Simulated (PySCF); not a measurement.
Species: C4H3N.
Structure used (GFN2-xTB), in Å, numbered top down from 1:
```
atom  x, y, z in Å
C1     1.9279    0.0206   -0.3938
C2     0.7955   -0.1974   -0.0784
C3    -0.5880   -0.4374    0.2951
C4    -1.3923    0.7217   -0.0223
N5    -2.0223    1.6395   -0.2770
H6     2.9247    0.1987   -0.6664
H7    -0.6570   -0.6342    1.3707
H8    -0.9794   -1.3020   -0.2525
```

The closed-shell ground state was solved at several levels (PySCF, density fitting, gas phase, non-relativistic).

```
            level  basis functions  HOMO (eV)  LUMO (eV)  gap (eV)  dipole (D)
wB97X-D/def2-SVPD              124     -10.48       1.80     12.28        3.72
      B3LYP/pcJ-1              165      -8.30      -0.07      8.23        3.64
```

Task: Estimate the row for PBE0/pcSseg-1, a basis of 100 functions; the other rows only guide the guess.

Result: HOMO -8.56 eV, LUMO 0.18 eV, gap 8.74 eV, dipole 3.64 D.

Task: Over all these levels, which gives the widest orbital gap and which the narrowest?

Result: wB97X-D/def2-SVPD (range-separated hybrid) has the widest, 12.28 eV, and B3LYP/pcJ-1 (global hybrid, 20 % exact exchange) the narrowest, 8.23 eV. Functional and basis both differ between the two, so the spread mixes both effects.

Task: How far do the dipole and the HOMO energy spread over the levels?

Result: The dipole runs from 3.64 to 3.72 D (mean 3.67 D) and the HOMO from -10.48 to -8.30 eV.
